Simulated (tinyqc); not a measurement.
Worked calculation: MP2 on RHF in the sto-3g basis, frozen core, for H2O, spin multiplicity 1. One step of it, computed by the program tinyqc.

Task: Second-order Moller-Plesset energy. E2 = sum_ijab (ia|jb) [2 (ia|jb) - (ib|ja)] / (e_i + e_j - e_a - e_b) over occupied i, j and virtual a, b; the opposite-spin part is (ia|jb)^2 / denominator, the rest is same-spin, and SCS-MP2 scales them by 6/5 and 1/3.

orbital energies (hartree): MO1 -20.261070, MO2 -1.240592, MO3 -0.567095, MO4 -0.461046, MO5 -0.392910, MO6 0.544954, MO7 0.637153

Two-electron integrals over orbitals (pq|rs), unique and non-zero (hartree); the lowest 1 orbital is frozen and left out:
```
(22|22) 0.725597    (32|22) 0.001477    (32|32) 0.136928    (33|22) 0.633414
(33|32) -0.000422   (33|33) 0.615835    (42|22) -0.010445   (42|32) 0.000421
(42|33) 0.004589    (42|42) 0.127167    (43|22) 0.001825    (43|32) 0.022788
(43|33) 0.001326    (43|42) -0.002511   (43|43) 0.052410    (44|22) 0.663447
(44|32) -0.002414   (44|33) 0.582236    (44|42) -0.098388   (44|43) 0.002128
(44|44) 0.731101    (52|52) 0.146875    (53|52) -0.001265   (53|53) 0.027894
(54|52) -0.047525   (54|53) 0.000722    (54|54) 0.052637    (55|22) 0.749784
(55|32) -0.001368   (55|33) 0.618304    (55|42) -0.078421   (55|43) 0.002864
(55|44) 0.704493    (55|55) 0.880159    (62|22) -0.138407   (62|32) 0.003676
(62|33) -0.074278   (62|42) -0.025311   (62|43) -0.002319   (62|44) -0.070023
(62|55) -0.149047   (62|62) 0.099320    (63|22) 0.010623    (63|32) 0.033184
(63|33) 0.006869    (63|42) -0.005218   (63|43) 0.031969    (63|44) 0.008014
(63|55) 0.013180    (63|62) -0.006788   (63|63) 0.068398    (64|22) -0.110972
(64|32) -0.004912   (64|33) -0.048118   (64|42) 0.049132    (64|43) -0.002973
(64|44) -0.130416   (64|55) -0.136957   (64|62) 0.058541    (64|63) -0.010328
(64|64) 0.088559    (65|52) -0.053773   (65|53) 0.001937    (65|54) -0.002352
(65|65) 0.036316    (66|22) 0.611133    (66|32) -0.011512   (66|33) 0.564621
(66|42) 0.050565    (66|43) -0.007642   (66|44) 0.552886    (66|55) 0.590523
(66|62) -0.098564   (66|63) -0.005124   (66|64) -0.049478   (66|66) 0.598917
(72|22) 0.011079    (72|32) 0.046119    (72|33) 0.004316    (72|42) 0.000209
(72|43) -0.034684   (72|44) 0.007010    (72|55) 0.011897    (72|62) -0.002957
(72|63) -0.032892   (72|64) -0.005360   (72|66) 0.008370    (72|72) 0.064521
(73|22) 0.146979    (73|32) -0.005048   (73|33) 0.089153    (73|42) -0.081810
(73|43) -0.000154   (73|44) 0.145370    (73|55) 0.194503    (73|62) -0.071141
(73|63) 0.005343    (73|64) -0.093788   (73|66) 0.042970    (73|72) 0.007864
(73|73) 0.158238    (74|22) 0.004097    (74|32) -0.077201   (74|33) 0.002544
(74|42) -0.000989   (74|43) -0.006891   (74|44) 0.006670    (74|55) 0.005979
(74|62) -0.004511   (74|63) -0.047996   (74|64) 0.001352    (74|66) 0.010989
(74|72) -0.015541   (74|73) 0.008303    (74|74) 0.072381    (75|52) 0.004228
(75|53) 0.023611    (75|54) -0.000336   (75|65) -0.000931   (75|75) 0.024166
(76|22) -0.001570   (76|32) -0.088585   (76|33) 0.001371    (76|42) -0.003656
(76|43) -0.054714   (76|44) 0.003866    (76|55) 0.000785    (76|62) 0.002740
(76|63) -0.059208   (76|64) 0.005711    (76|66) 0.012309    (76|72) 0.009201
(76|73) 0.007684    (76|74) 0.059461    (76|76) 0.108909    (77|22) 0.613036
(77|32) 0.012949    (77|33) 0.596205    (77|42) -0.013272   (77|43) 0.008113
(77|44) 0.587424    (77|55) 0.611167    (77|62) -0.063511   (77|63) 0.014439
(77|64) -0.045208   (77|66) 0.559419    (77|72) 0.004035    (77|73) 0.085718
(77|74) -0.007041   (77|76) -0.012798   (77|77) 0.605507
```

Hartree-Fock energy = -74.96163222 hartree

Give: Terms; Pair energies; MP2 correlation energy; SCS-MP2 correlation energy; MP2 total energy.

Result:

Terms:
```
i  j  a  b  (ia|jb)  (ib|ja)  denominator       term
3  3  7  7   0.1582   0.1582      -2.4085    -0.0104
3  4  7  6  -0.0938  -0.0480      -2.2102    -0.0059
4  3  6  7  -0.0938  -0.0480      -2.2102    -0.0059
4  4  6  6   0.0886   0.0886      -2.0120    -0.0039
2  2  6  6   0.0993   0.0993      -3.5711    -0.0028
3  2  7  6  -0.0711  -0.0329      -2.9898    -0.0026
2  3  6  7  -0.0711  -0.0329      -2.9898    -0.0026
4  4  7  7   0.0724   0.0724      -2.1964    -0.0024
3  3  6  6   0.0684   0.0684      -2.2241    -0.0021
4  2  6  6   0.0585   0.0585      -2.7915    -0.0012
2  4  6  6   0.0585   0.0585      -2.7915    -0.0012
2  2  7  7   0.0645   0.0645      -3.7555    -0.0011
5  5  6  6   0.0363   0.0363      -1.8757    -0.0007
5  5  7  7   0.0242   0.0242      -2.0601  -2.83e-04
2  4  7  7  -0.0155  -0.0155      -2.9759  -8.12e-05
4  2  7  7  -0.0155  -0.0155      -2.9759  -8.12e-05
3  2  6  7  -0.0329  -0.0711      -2.9898   5.89e-05
2  3  7  6  -0.0329  -0.0711      -2.9898   5.89e-05
4  3  6  6  -0.0103  -0.0103      -2.1180  -5.04e-05
3  4  6  6  -0.0103  -0.0103      -2.1180  -5.04e-05
4  3  7  6  -0.0480  -0.0938      -2.2102  -4.79e-05
3  4  6  7  -0.0480  -0.0938      -2.2102  -4.79e-05
4  3  7  7   0.0083   0.0083      -2.3024  -2.99e-05
3  4  7  7   0.0083   0.0083      -2.3024  -2.99e-05
3  2  7  7   0.0079   0.0079      -3.0820  -2.01e-05
2  3  7  7   0.0079   0.0079      -3.0820  -2.01e-05
3  2  6  6  -0.0068  -0.0068      -2.8976  -1.59e-05
2  3  6  6  -0.0068  -0.0068      -2.8976  -1.59e-05
3  3  7  6   0.0053   0.0053      -2.3163  -1.23e-05
3  3  6  7   0.0053   0.0053      -2.3163  -1.23e-05
4  2  6  7  -0.0054  -0.0045      -2.8837  -1.15e-05
2  4  7  6  -0.0054  -0.0045      -2.8837  -1.15e-05
4  2  7  6  -0.0045  -0.0054      -2.8837  -5.73e-06
2  4  6  7  -0.0045  -0.0054      -2.8837  -5.73e-06
2  2  7  6  -0.0030  -0.0030      -3.6633  -2.39e-06
2  2  6  7  -0.0030  -0.0030      -3.6633  -2.39e-06
4  4  6  7   0.0014   0.0014      -2.1042  -8.69e-07
4  4  7  6   0.0014   0.0014      -2.1042  -8.69e-07
5  5  7  6  -0.0009  -0.0009      -1.9679  -4.40e-07
5  5  6  7  -0.0009  -0.0009      -1.9679  -4.40e-07
```

Pair energies (hartree; pair i-j sums ij and ji):
```
pair  opposite spin  same spin
2-2         -0.0039          0
3-2         -0.0042    -0.0010
3-3         -0.0125          0
4-2         -0.0027  -5.00e-07
4-3         -0.0102    -0.0019
4-4         -0.0063          0
5-5         -0.0010          0
```

MP2 correlation energy = -0.043586 hartree

SCS-MP2 correlation energy = -0.049811 hartree

MP2 total energy = -75.005219 hartree
